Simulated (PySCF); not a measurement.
BeH, SMILES [BeH+], charge +1. The structure is a stationary point at PBE-D3(BJ)/def2-TZVPD. The spin state was assumed, not searched.

Computed equilibrium geometry at PBE-D3(BJ)/def2-TZVPD (PySCF confirms it by a frequency run) as bond lengths and angles, and its point group:
point group C∞v.
Atoms: Be1 H2. Bonds (Å): Be1–H2 1.334.
Charge +1, spin multiplicity 1.
